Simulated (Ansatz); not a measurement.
2H MoS₂: PBE at its full settings (plane-wave cutoff 520 eV, 12×12×4 k mesh (along the axes of the cell as run), Fermi–Dirac smearing 0.01 eV, no spin polarisation, scalar-relativistic PAW data made under PBE) and at cheaper ones, in a cell of 6 atoms with Γ-centred meshes.

| level and setting | lattice parameter a (Å) | c axis length (Å) |
|---|---|---|
| PBE (Ansatz) | 3.185 | 14.797 |
| PBE (300 eV cutoff) (Ansatz) | 3.187 | 14.588 |
| PBE (Γ point alone) (Ansatz) | 3.490 | 15.401 |
| PBE (2×2×2 k mesh) (Ansatz) | 3.171 | 16.412 |
| PBE (4×4×4 k mesh) (Ansatz) | 3.181 | 14.828 |
| PBE (4×4×4 k mesh and 300 eV cutoff) (Ansatz) | 3.184 | 14.577 |
| PBE (6×6×6 k mesh) (Ansatz) | 3.185 | 14.764 |
| PBE (Fermi-Dirac smearing of 0.3 eV) (Ansatz) | 3.190 | 14.576 |

Largest shifts from the full settings: lattice constant a +9.58 % (PBE (Γ point alone)), against a difference of +0.79 % of the full result from the reference 3.16 Å (measured, 300 K, not corrected to a static lattice; as tabulated in arXiv:1605.07067); lattice parameter c +10.9 % (PBE (2×2×2 k mesh)), against a difference of +20 % of the full result from the reference 12.294 Å (measured, 300 K, not corrected to a static lattice; as tabulated in arXiv:1605.07067).

The full settings aren't shown to be converged themselves.

Caveats: for a layered or molecular solid the relaxed cell lies over 5 % above the published volume, where the minimum can be shallow (PBE, PBE (300 eV cutoff), PBE (Γ point alone), PBE (2×2×2 k mesh), PBE (4×4×4 k mesh), PBE (4×4×4 k mesh and 300 eV cutoff), PBE (6×6×6 k mesh), PBE (Fermi-Dirac smearing of 0.3 eV)); the cell comes from a level without a dispersion term, which matters for the spacing of layers, chains or molecules (PBE, PBE (300 eV cutoff), PBE (Γ point alone), PBE (2×2×2 k mesh), PBE (4×4×4 k mesh), PBE (4×4×4 k mesh and 300 eV cutoff), PBE (6×6×6 k mesh), PBE (Fermi-Dirac smearing of 0.3 eV)). Ansatz's density-functional and Hartree–Fock values are scalar-relativistic unless marked +SOC, with PAW data made under PBE.

Run with cheap settings on purpose, which may leave them unconverged: PBE (2×2×2 k mesh), PBE (300 eV cutoff), PBE (4×4×4 k mesh and 300 eV cutoff), PBE (4×4×4 k mesh), PBE (6×6×6 k mesh), PBE (Fermi-Dirac smearing of 0.3 eV), PBE (Γ point alone).

Ansatz is a first-principles code.
